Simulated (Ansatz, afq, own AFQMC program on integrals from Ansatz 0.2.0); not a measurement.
# Si2H2, singlet in cc-pVDZ along one coordinate

```xyz
4

Si    0.0000    0.0641    1.0054
Si    0.0000   -0.0046   -1.0948
H     0.0000   -0.3818    2.4302
H     0.0000   -1.2748    0.0623
```

The Si1–H3 distance is changed with both sides rigid. Energies in mEh count from this geometry (1.493 Å) at the same level; the start stands on RHF, each point on the determinant named.

Basis cc-pVDZ. Noble-gas cores (and the filled d shells of Ga–Kr and In–Xe) are frozen. AFQMC by an in-house program on the Cholesky factors that Ansatz 0.2.0 writes for its CCSD(T) run. The CISD trial takes its coefficients from CCSD amplitudes. Released means that phaseless walkers are propagated on without the constraint, phases kept. Error bars are statistical, one sigma.

Cautions, each for one point or more: (T) is large; CCSDT(Q) on the RHF determinant differs, by its state or its frozen core; cluster runs in doubt by the program's own checks; higher spins were not checked; raised T1 diagnostic; restricted determinant unstable towards unrestricted; strong correlation; the search met a lower determinant of the same kind, perhaps of another symmetry, and this one is a saddle point; unrestricted determinant spin contaminated; walk and cluster series may follow different spin states.

```csv
r(Si1–H3) / Å,det.,T1,weight,⟨S²⟩,CCSD(T),ph-AFQMC/CISD,released AFQMC,CCSDT(Q),wB97M-V,CCSD
1.663,RHF,0.020,0.83,pure,6.5,5.6 ± 0.9,8.3 ± 1.0*,6.4,7.2,7.0
2.045,RHF,0.023,0.81,pure,43.1,42.7 ± 0.9,44.9 ± 1.1*,42.5,47.4,45.3
2.712,RHF,0.037,0.73,pure,90.9,93.6 ± 1.3,–,89.7,103.4§,100.3
4.131,UHF¶,0.028,0.84,1.05,106.8,104.9 ± 0.9,105.4 ± 1.2*,106.6,113.7§,106.4
```

Weight is that of the determinant in the CISD state; at the start T1 is 0.019 and the weight 0.84. ¶ marks points with a poor determinant and no full CI, where no value is sure; they don't count among the departures. An asterisk marks released energies that aren't shown to be converged. A dash marks a missing value, a released energy that hasn't settled or a functional that sits on another state. § marks a functional whose ⟨S²⟩ is too high by over 0.1. Largest departures from CCSDT(Q), at the points where its series has closed: CCSD(T) 0.6 mEh at 2.045 (on RHF), ph-AFQMC/CISD -0.8 mEh at 1.663 (on RHF) (within the noise), wB97M-V 4.9 mEh at 2.045, CCSD 2.8 mEh at 2.045 (on RHF). Functionals count only at points shown to share the start's state and spin. In this small basis the wave-function levels are far from their limit, so their gap to the functionals isn't the functionals' error. In total energy ph-AFQMC/CISD lies 48 ± 16 meV above CCSDT(Q) at the start, so its agreement along the curve rests in part on cancellation.

Some points may be missing: those where a free walk finds a much lower state, and past Zn most of those on another determinant than at the start.

A walk keeps the symmetry of its determinant, which the program's search chose and which needn't be the lowest solution, so a lower state of the same spin and another symmetry isn't excluded.
